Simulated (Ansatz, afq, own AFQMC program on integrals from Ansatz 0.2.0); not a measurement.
BH₂, doublet → BH2, quartet

```xyz
3

B     0.0000   -0.0800    0.0000
H     0.0000    0.4291   -1.0770
H     0.0000    0.4291    1.0770
```

E(quartet, charge +0) − E(doublet, charge +0) at this geometry, on UHF and UHF determinants.

Basis cc-pVDZ. Noble-gas cores (and the filled d shells of Ga–Kr and In–Xe) are frozen. Ansatz 0.2.0 and our own AFQMC program on the same integrals; the CISD trial comes from CCSD amplitudes, and released means the phaseless constraint is let go. Error bars are statistical, one sigma. The errors of all members are added in quadrature.

Full CI on the same integrals is exact in this basis and with this determinant's frozen core.

Errors are counted within cc-pVDZ, not against nature.

Cautions: BH₂ (quartet): another spin lies lower, the released energies are still falling, so no released level is given (meV from the phaseless value at times in 1/Eh: -2.3 ± 0.9 at 0.24, -4.2 ± 0.7 at 0.51, -6.2 ± 0.5 at 0.99, -8.7 ± 0.6 at 1.62, -11.0 ± 0.5 at 2.40), though the last usable value meets full CI within the noise; the upper state may be diffuse, so the gap hangs on the basis.

```
level  vertical spin gap (kcal/mol)
 CCSD                         123.1
  MP2                         123.4
```

From these cheaper values, estimate the vertical spin gap at the reference level in cc-pVDZ.

122.5 kcal/mol (full CI in cc-pVDZ).

```
        level  vertical spin gap (kcal/mol)  error against FCI (kcal/mol)
           HF                         121.1                          -1.4
      CCSD(T)                         122.7                           0.1
        CCSDT                         122.6                           0.0
     CCSDT(Q)                         122.6                           0.0
       CCSDTQ                         122.5                           0.0
ph-AFQMC/CISD                  122.7 ± 0.02                    0.2 ± 0.02
```

Correlation beyond CCSD(T) takes off 0.1 kcal/mol. The perturbative (T) step is worth −0.4 kcal/mol.

CCSDT and higher add their correlation energy to the determinant of the CCSD(T) run, since their own runs factorise the integrals more tightly (a shift of under 2 meV). A walk keeps the symmetry of its determinant, which the program's search chose and which needn't be the lowest solution, so a lower state of the same spin and another symmetry isn't excluded.
